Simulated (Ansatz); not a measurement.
C2H8N2 can be A, `CNNC`, or B, `CN(C)N`.

Gas-phase electronic energies from Ansatz, PBE0-D4/def2-TZVP geometries. CCSD(T)/CBS is the MP2 limit (def2-TZVPP, def2-QZVPP) plus CCSD(T) − MP2 in def2-TZVPP, frozen cores. This one scheme is used for every species. DFT in def2-TZVPP. One conformer a species, not always the lowest.

A:

Z-matrix (Å, degrees):
```
C
N 1 1.449
H 1 1.100 2 115.4
H 1 1.092 2 108.1 3 121.0
H 1 1.094 2 109.5 3 -122.1
N 2 1.406 1 117.1 3 60.3
H 2 1.011 1 111.1 3 -64.1
C 6 1.449 2 117.1 1 -42.9
H 6 1.011 2 107.8 1 83.1
H 8 1.100 6 115.4 2 60.2
H 8 1.092 6 108.1 2 -178.7
H 8 1.094 6 109.5 2 -61.9
```

B:

```xyz
12

C     0.965    0.875    0.421
N     0.347   -0.379    0.062
C    -1.006   -0.475    0.558
N     0.425   -0.545   -1.337
H     0.984    0.973    1.509
H     0.426    1.747    0.008
H     1.986    0.891    0.042
H    -1.669    0.297    0.123
H    -1.419   -1.457    0.316
H    -1.015   -0.360    1.644
H     0.307   -1.529   -1.545
H    -0.334   -0.038   -1.801
```

Task: Which is lower in electronic energy at CCSD(T)/CBS, and by how much? (Estimate.)

Result: Ansatz gave: B, by 16.4 kJ/mol.

Task: Give E(B) − E(A) in kJ/mol with HF/def2-TZVPP, MP2/def2-TZVPP, CCSD(T)/def2-TZVPP, B2PLYP, ωB97M-V, r2SCAN-D4, CCSD/def2-TZVPP. (Estimate.)

Result: The calculation gave: HF/def2-TZVPP -12.5, MP2/def2-TZVPP -19.2, CCSD(T)/def2-TZVPP -17.6, B2PLYP -15.5, ωB97M-V -15.2, r2SCAN-D4 -15.6, CCSD/def2-TZVPP -16.6. None reverses the order clearly.

Largest T1 diagnostic: 0.009.

In def2-TZVPP, CCSD(T) changes the Hartree–Fock value by −5.1 kJ/mol (the triples alone add −1.0 kJ/mol) and MP2 by −6.7 kJ/mol.
